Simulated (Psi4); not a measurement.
# CF3 (SMILES F[C](F)F) at UTPSS/def2-SVPD

What is the vertical ionisation energy of CF3 at UTPSS/def2-SVPD? 

The results are computed with Psi4 1.11.

## Step 1: The molecule

CF3 has 4 atoms, charge 0, and is taken as a doublet. As SMILES, `F[C](F)F`. The shape is that of a PBE0-D4/def2-TZVP optimisation.

Bond lengths: F1–C2 1.313 Å, C2–F3 1.313 Å, C2–F4 1.313 Å. Angles: F1–C2–F3 111.4°, F1–C2–F4 111.4°, F3–C2–F4 111.4°.

## Step 2: Energy and forces at UTPSS/def2-SVPD

job.json

```json
{
  "schema_name": "qcschema_input",
  "schema_version": 1,
  "molecule": {
    "schema_name": "qcschema_molecule",
    "schema_version": 2,
    "symbols": ["F", "C", "F", "F"],
    "geometry": [-2.31963882, 0.04705418, 0.50153331, -0.07464418, -0.1124387, -0.54178448, 1.24514054, -1.97457483, 0.42953475, 1.14914246, 2.03995935, -0.38909461],
    "molecular_charge": 0,
    "molecular_multiplicity": 2,
    "fix_symmetry": "c1",
    "fix_com": true,
    "fix_orientation": true
  },
  "driver": "gradient",
  "model": {
    "method": "tpss",
    "basis": "def2-SVPD"
  },
  "keywords": {
    "reference": "uks",
    "puream": true,
    "e_convergence": 1e-09,
    "d_convergence": 1e-08,
    "scf_type": "pk",
    "dft_radial_points": 99,
    "dft_spherical_points": 590,
    "maxiter": 100,
    "scf_properties": ["LOWDIN_CHARGES", "QUADRUPOLE", "MAYER_INDICES"]
  }
}
```

Launch:

```sh
psi4 --qcschema job.json -n 1 --memory 1600MB
```

stdout:

```text
[...]
  Running in c1 symmetry.
[...]
  Nuclear repulsion =  124.596026562554357
[...]
  Multiplicity = 2
[...]
  Nalpha       = 17
  Nbeta        = 16
[...]
    Number of basis functions: 89
[...]
   @UKS iter   1:  -337.30133610919580   -1.96910e-02   4.76568e-03 DIIS/ADIIS
[...]
   @UKS iter  11:  -337.35650020441153   -1.76215e-12   2.83758e-09 DIIS
[...]
   @S^2 Observed:                7.516390640E-01
[...]
    Orbital Energies [Eh]
    ---------------------
    Alpha Occupied:
       1A    -24.495645     2A    -24.495612     3A    -24.495559
       4A    -10.260071     5A     -1.261636     6A     -1.175771
       7A     -1.175711     8A     -0.660002     9A     -0.574333
      10A     -0.574308    11A     -0.539337    12A     -0.448037
      13A     -0.448023    14A     -0.417148    15A     -0.417118
      16A     -0.389795    17A     -0.237059
    Alpha Virtual:
      18A      0.018593    19A      0.069272    20A      0.069286
      21A      0.085756    22A      0.132508    23A      0.132543
      24A      0.149147    25A      0.152829    26A      0.152843
[...]
  @UKS Final Energy:  -337.35650020441153
   => Energetics <=
    Nuclear Repulsion Energy =            124.5960265625543570
    One-Electron Energy =                -715.0274620952097848
    Two-Electron Energy =                 289.8232074113310546
    DFT Exchange-Correlation Energy =     -36.7482720830871301
    Empirical Dispersion Energy =           0.0000000000000000
    VV10 Nonlocal Energy =                  0.0000000000000000
    Total Energy =                       -337.3565002044115317
[...]
 Multipole Moments:
 ------------------------------------------------------------------------------------
     Multipole            Electronic (a.u.)      Nuclear  (a.u.)        Total (a.u.)
 ------------------------------------------------------------------------------------
 L = 1.  Multiply by 2.5417464519 to convert [e a0] to [Debye]
 Dipole X            :         -0.2368283            0.2239325           -0.0128958
 Dipole Y            :         -0.3571112            0.3373161           -0.0197951
 Dipole Z            :         -1.7211978            1.6270542           -0.0941437
 Magnitude           :                                                    0.0970627
 L = 2.  Multiply by 1.3450342976 to convert [e a0^2] to [Debye ang]
 Quadrupole XX       :        -89.9641415           74.2980790          -15.6660625
 Quadrupole XY       :          1.9838849           -1.9617543            0.0221306
[...]
  -Total Gradient:
     Atom            X                  Y                   Z
    ------   -----------------  -----------------  -----------------
       1        0.017785284231    -0.001102777341    -0.007669223136
       2        0.002145751716     0.003104398355     0.015383249425
       3       -0.010354240170     0.014920359450    -0.007130868515
       4       -0.009602595824    -0.016918352088    -0.000611859979
[...]
```

The result, in JSON:

```text
{
 "driver": "gradient",
 "model": {
  "method": "tpss",
  "basis": "def2-SVPD"
 },
 "success": true,
 "return_result": [0.01778528423143222, -0.0011027773414407048, -0.007669223135943121, 0.002145751716044822, 0.003104398354612334, 0.015383249425188095, -0.010354240169653528, 0.014920359450323273, -0.007130868514957145, -0.009602595824327348, -0.016918352088032385, -0.0006118599791593952],
 "properties": {
  "calcinfo_nbasis": 89,
  "calcinfo_nmo": 89,
  "calcinfo_nalpha": 17,
  "calcinfo_nbeta": 16,
  "calcinfo_natom": 4,
  "nuclear_repulsion_energy": 124.59602656255436,
  "return_energy": -337.35650020441153,
  "return_gradient": [0.01778528423143222, -0.0011027773414407048, -0.007669223135943121, 0.002145751716044822, 0.003104398354612334, 0.015383249425188095, -0.010354240169653528, 0.014920359450323273, -0.007130868514957145, -0.009602595824327348, -0.016918352088032385, -0.0006118599791593952],
  "scf_one_electron_energy": -715.0274620952098,
  "scf_two_electron_energy": 289.82320741133105,
  "scf_xc_energy": -36.74827208308713,
  "scf_dipole_moment": [-0.01289577244809037, -0.019795082351832027, -0.09414365970275163],
  "scf_total_energy": -337.35650020441153,
  "scf_total_gradient": [0.01778528423143222, -0.0011027773414407048, -0.007669223135943121, 0.002145751716044822, 0.003104398354612334, 0.015383249425188095, -0.010354240169653528, 0.014920359450323273, -0.007130868514957145, -0.009602595824327348, -0.016918352088032385, -0.0006118599791593952],
  "scf_iterations": 11
 }
}
```

Run time: 33 s. Hardware: 1 thread of Intel Xeon 6975P-C (Granite Rapids), shared host; peak memory 0.8 GiB.

## Step 3: The singlet cation

cf3_ase.py

```python
import numpy as np
from ase.calculators.psi4 import Psi4
from ase import Atoms

a = Atoms(['F', 'C', 'F', 'F'], positions=[
    [-1.227500, 0.024900, 0.265400],
    [-0.039500, -0.059500, -0.286700],
    [0.658900, -1.044900, 0.227300],
    [0.608100, 1.079500, -0.205900],
])
calc = Psi4(atoms=a, method='tpss', basis='def2-SVPD', memory='1600MB', num_threads=1, charge=1, multiplicity=1, label='calc')
calc.psi4.set_options({'puream': True, 'e_convergence': 1e-09, 'd_convergence': 1e-08, 'scf_type': 'pk', 'dft_radial_points': 99, 'dft_spherical_points': 590})
a.calc = calc

forces = a.get_forces()
print(f'energy: {a.get_potential_energy():.6f} eV')
print('forces / eV A^-1')
print(np.round(forces, 5))
```

Launch:

```sh
python cf3_ase.py
```

calc.dat:

```text
[...]
  Running in c1 symmetry.
[...]
  Nuclear repulsion =  124.596026532847389
[...]
  Multiplicity = 1
[...]
  Nalpha       = 16
  Nbeta        = 16
[...]
    Number of basis functions: 89
[...]
   @RKS iter   1:  -336.87291532848781    4.08730e-01   5.27011e-03 ADIIS/DIIS
[...]
   @RKS iter  11:  -336.95751765624709   -4.88853e-12   1.17085e-09 DIIS
[...]
    Orbital Energies [Eh]
    ---------------------
    Doubly Occupied:
       1A    -24.846178     2A    -24.846143     3A    -24.846088
       4A    -10.676513     5A     -1.597533     6A     -1.509214
       7A     -1.509150     8A     -0.983745     9A     -0.902294
      10A     -0.902269    11A     -0.862188    12A     -0.768287
      13A     -0.768273    14A     -0.737348    15A     -0.737318
      16A     -0.710546
[...]
  @RKS Final Energy:  -336.95751765624709
   => Energetics <=
    Nuclear Repulsion Energy =            124.5960265328473895
    One-Electron Energy =                -703.8989517629452166
    Two-Electron Energy =                 278.6157679905825830
    DFT Exchange-Correlation Energy =     -36.2703604167318474
    Empirical Dispersion Energy =           0.0000000000000000
    VV10 Nonlocal Energy =                  0.0000000000000000
    Total Energy =                       -336.9575176562470915
[...]
 Multipole Moments:
 ------------------------------------------------------------------------------------
     Multipole            Electronic (a.u.)      Nuclear  (a.u.)        Total (a.u.)
 ------------------------------------------------------------------------------------
 L = 1.  Multiply by 2.5417464519 to convert [e a0] to [Debye]
 Dipole X            :         -0.0444312           -0.0259235           -0.0703547
 Dipole Y            :         -0.0671534           -0.0390494           -0.1062028
 Dipole Z            :         -0.3228048           -0.1881753           -0.5109801
 Magnitude           :                                                    0.5266209
[...]
  -Total Gradient:
     Atom            X                  Y                   Z
    ------   -----------------  -----------------  -----------------
       1       -0.021688789358     0.012081338071     0.061553603148
       2       -0.023744698267    -0.035841257931    -0.172541239405
       3        0.023319833612    -0.013379406575     0.060625494564
       4        0.022088060182     0.037143526270     0.050332374809
[...]
```

Standard output:

```text
energy: -9169.081087 eV
forces / eV A^-1
[[ 1.11528 -0.62125 -3.16521]
 [ 1.221    1.84303  8.87243]
 [-1.19915  0.688   -3.11749]
 [-1.13581 -1.91    -2.58819]]
```

Wall time 22 s (1 thread of Intel Xeon 6975P-C (Granite Rapids), shared host); peak memory 0.81 GiB.

## Step 4: Results

Level: UTPSS/def2-SVPD.

```
                                          quantity          value
                         doublet CF3: total energy  -337.35650 Eh
                        doublet CF3: dipole moment         0.25 D
   doublet CF3: HOMO energy (highest over α and β)       -6.45 eV
    doublet CF3: LUMO energy (lowest over α and β)       -3.57 eV
                                 doublet CF3: ⟨S²⟩          0.752
             doublet CF3: largest force on an atom     1.003 eV/Å
                      singlet cation: total energy  -336.95752 Eh
                       singlet cation: HOMO energy      -19.33 eV
                       singlet cation: LUMO energy      -15.09 eV
                     singlet cation: HOMO–LUMO gap        4.24 eV
          singlet cation: largest force on an atom     9.144 eV/Å
vertical ionisation energy (to the singlet cation)      10.857 eV
```

What this shows: The vertical ionisation energy comes to 10.86 eV (250 kcal/mol). The largest force (doublet CF3) is 1.00 eV/Å: the shape isn't a stationary point for this species at this level. Only the singlet of the ionised species was computed; a triplet could lie lower.
